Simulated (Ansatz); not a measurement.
Ideal-gas functions of `C=NC(=N)F` at 500 K and 1 bar, from an Ansatz frequency run at PBE0-D4/def2-TZVP.

Molar mass 74.06 g/mol, point group Cs (symmetry number 1), electronic degeneracy 1, moments of inertia 47.166, 102.9, 150.066 u Å². Harmonic wavenumbers (cm⁻¹, unscaled): 94, 331, 530, 546, 635, 839, 888, 920, 1046, 1108, 1226, 1332, 1491, 1728, 1783, 3089, 3192, 3550.

Use S(trans) = R[1.5 ln M + 2.5 ln T − 1.1517]; rotational temperatures θ = 24.2544 K / I; S(rot) = R[ln(√π/σ · √(T³/θAθBθC)) + 1.5]; for each mode x = 1.438777 ν̃/T, S = R[x/(eˣ − 1) − ln(1 − e⁻ˣ)] and H = RT x/(eˣ − 1); 1 cm⁻¹ = 0.0119627 kJ/mol; R = 8.31446 J/(mol·K).

**Question.** By hand: the entropy, in J/(mol·K).

**Answer.** Translation 173.3. Rotation: θ = 0.5142, 0.2357, 0.1616 K, giving 111.1. Vibration, mode by mode: 19.21, 9.03, 5.57, 5.36, 4.37, 2.75, 2.46, 2.29, 1.72, 1.49, 1.14, 0.89, 0.61, 0.35, 0.30, 0.01, 0.01, 0.00, in all 57.6. Electronic 0.0. Sum 342.0 J/(mol·K).

**Question.** By hand: H − E and G − E in kJ/mol, counted from the electronic energy.

**Answer.** Zero-point energy ½ × 24328 × 0.0119627 = 145.5; thermal vibration 16.3; translation, rotation and pV give 4 RT = 16.6. H − E = 178.4 kJ/mol, and G − E = 178.4 − 500 × 342.0/1000 = 7.4 kJ/mol.

Vibration gives 17 % of the entropy, 19.2 J/(mol·K) of it from the mode under 150 cm⁻¹: soft modes count most, and the harmonic formula is weakest for them. The sum counts one conformer and one mirror image; others add a mixing term.
